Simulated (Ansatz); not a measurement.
**triplet AlCl at 5 levels**

Wanted: a comparison of 5 runs (U-revPBE/aug-cc-pVTZ, UB3LYP/aug-cc-pVTZ, UCAM-B3LYP/aug-cc-pVTZ, UPBE-QIDH/aug-cc-pVTZ, RPA@PBE0/aug-cc-pVTZ) of triplet AlCl. 

The calculation is run with Ansatz 0.2.0.

34 further runs of the same task are left out: 34 set aside as unsound or not needed.

## 1. The molecule

AlCl has 2 atoms, charge 0, and is taken as a triplet. As SMILES of the parent species, `[Al][Cl]`. The bond length is the one measured for the parent species. That shape belongs to the parent species and isn't relaxed for this state.

Bond lengths: Al1–Cl2 2.130 Å.

## 2. The energy at U-revPBE/aug-cc-pVTZ (run 1)

molecule.yaml

```yaml
crystal:
  periodic: [false, false, false]
  atoms:
    - {symbol: Al, position_ang: [0.000000, 0.000000, 0.000000]}
    - {symbol: Cl, position_ang: [0.000000, 0.000000, 2.130113]}
basis:
  gaussian:
    orbitals: aug-cc-pVTZ
magnetization:
  spin_polarized: true
  initial_magnetization: 2
hamiltonian:
  xc: {name: revPBE}
accuracy: high
output:
  orbitals: {seedname: orbitals}
```

Launch:

```console
ansatz run molecule.yaml --threads 1 --pin off --max-ram 3480MiB --events-out events.jsonl --progress --plain --runs-dir runs
```

The log of the run:

```text
Warning: RAYON_NUM_THREADS=1 ignored (pool sized by the plan → 1); use --threads N
Functional definition: revPBE
  name "revPBE"
  parameter kappa = 1.245
  parameter beta = 0.06672455060314922
  exchange = pbe_x(kappa = kappa, mu = beta*pi^2/3)
  correlation = pbe_c(beta = beta)
1311 factors; integrals over basis functions are off by at most 4.0e-9 eV
mean field evaluation 1: about -19114.3435 eV, gradient 1.2e1 eV
mean field evaluation 2: about -19112.0407 eV, gradient 2.3e1 eV
mean field evaluation 4: about -19115.2595 eV, gradient 1.0e0 eV
mean field evaluation 8: about -19115.2611 eV, gradient 5.6e-3 eV
mean field evaluation 16: about -19115.2611 eV, gradient 2.0e-6 eV
mean field evaluation 32: about -19115.2752 eV, gradient 4.4e-2 eV
mean field -19115.26112600 eV, -702.4728895912 hartree, gradient 5.7e-8 eV, S^2 2.001830; 4 other end points of the search recorded, 0 dependent functions left out
reference -19115.26113347 eV, -702.4728898657 hartree; 16, 14 occupied and 84, 86 virtual orbitals, 1311 factors
Total energy: -19115.26113347 eV, -702.4728898657 hartree
```

It took 11 s on 1 thread of AMD EPYC 7R13 (Zen 3), shared host; peak memory 0.26 GiB.

## 3. A single-point energy at UB3LYP/aug-cc-pVTZ (run 2)

job.yaml

```yaml
crystal:
  periodic: [false, false, false]
  atoms:
    - {symbol: Al, position_ang: [0.000000, 0.000000, 0.000000]}
    - {symbol: Cl, position_ang: [0.000000, 0.000000, 2.130113]}
basis:
  gaussian:
    orbitals: aug-cc-pVTZ
magnetization:
  spin_polarized: true
  initial_magnetization: 2
hamiltonian:
  xc: {name: B3LYP}
accuracy: high
output:
  orbitals: {seedname: orbitals}
```

Launch:

```console
ansatz run job.yaml --threads 1 --pin off --max-ram 3480MiB --events-out events.jsonl --progress --plain --runs-dir runs
```

The log of the run:

```text
Warning: RAYON_NUM_THREADS=1 ignored (pool sized by the plan → 1); use --threads N
Functional definition: B3LYP
  name "B3LYP"
  parameter a0 = 0.2
  parameter ax = 0.72
  parameter ac = 0.81
  exchange = (1 - a0 - ax)*slater_x + ax*b88_x + a0*exact_x
  correlation = (1 - ac)*vwn_rpa_c + ac*lyp_c
1311 factors; integrals over basis functions are off by at most 4.0e-9 eV
mean field evaluation 1: about -19118.9606 eV, gradient 1.1e1 eV
mean field evaluation 2: about -19118.5070 eV, gradient 1.5e1 eV
mean field evaluation 4: about -19119.7417 eV, gradient 6.8e-1 eV
mean field evaluation 8: about -19119.7892 eV, gradient 2.7e-2 eV
mean field evaluation 16: about -19119.7892 eV, gradient 8.8e-6 eV
mean field evaluation 32: about -19119.7892 eV, gradient 4.0e-7 eV
mean field -19119.78917310 eV, -702.6392922528 hartree, gradient 2.9e-8 eV, S^2 2.001596; 1 other end points of the search recorded, 0 dependent functions left out
reference -19119.78920705 eV, -702.6392935006 hartree; 16, 14 occupied and 84, 86 virtual orbitals, 1311 factors
Total energy: -19119.78920705 eV, -702.6392935006 hartree
```

Wall time 9.6 s (1 thread of AMD EPYC 7R13 (Zen 3), shared host); peak memory 0.31 GiB.

Runs 3 to 4 aren't shown in full; the table further down has their settings and results.

## 4. The energy at RPA@PBE0/aug-cc-pVTZ (run 5)

run.yaml

```yaml
crystal:
  periodic: [false, false, false]
  atoms:
    - {symbol: Al, position_ang: [0.000000, 0.000000, 0.000000]}
    - {symbol: Cl, position_ang: [0.000000, 0.000000, 2.130113]}
basis:
  gaussian:
    orbitals: aug-cc-pVTZ
magnetization:
  spin_polarized: true
  initial_magnetization: 2
hamiltonian:
  xc: {name: PBE0}
correlation:
  method: rpa
  frozen_orbitals: {Al: 5, Cl: 5}
accuracy: high
```

Launch:

```console
ansatz run run.yaml --threads 1 --pin off --max-ram 3480MiB --events-out events.jsonl --progress --plain --runs-dir runs
```

The log of the run, cut to the lines that bear on the results:

```text
Warning: RAYON_NUM_THREADS=1 ignored (pool sized by the plan → 1); use --threads N
Functional definition: PBE0
  name "PBE0"
[...]
1311 factors; integrals over basis functions are off by at most 4.0e-9 eV
[...]
mean field -19111.75045676 eV, -702.3438748762 hartree, gradient 6.2e-8 eV, S^2 2.001788; 2 other end points of the search recorded, 0 dependent functions left out
10 core orbitals not correlated: weight in the atoms' cores, before any rotation towards them, 1.000 or more for the frozen orbitals, at most 0.000 for the correlated occupied ones
reference -19086.67247980 eV, -701.4222762213 hartree; 6, 4 occupied and 84, 86 virtual orbitals, 1311 factors
Total energy: -19096.52365612 eV, -701.7843002739 hartree
```

Wall time 12 s (1 thread of AMD EPYC 7R13 (Zen 3), shared host); peak memory 0.32 GiB.

## 5. Overview of the runs

```csv
run,level,frozen core orbitals,energy (Eh),HOMO energy (eV),⟨S²⟩,wall time
1,U-revPBE/aug-cc-pVTZ,–,-702.472890,-3.40,2.002,11 s
2,UB3LYP/aug-cc-pVTZ,–,-702.639294,-4.01,2.002,9.6 s
3,UCAM-B3LYP/aug-cc-pVTZ,–,-702.619438,-5.33,2.002,9 s
4,UPBE-QIDH/aug-cc-pVTZ,10,-702.173241,-5.84,2.002,9.3 s
5,RPA@PBE0/aug-cc-pVTZ,10,-701.784300,–,2.002,12 s
```

## 6. Outcome

| quantity | value |
| --- | --- |
| run 5: total energy | -701.78430 Eh |
| run 5: RPA correlation energy (valence) | -362.0 mEh |
| run 5: ⟨S²⟩ of the reference determinant | 2.002 |

Totals of different functionals can't be ranked against each other. All runs together took 51 s, the longest 12 s.
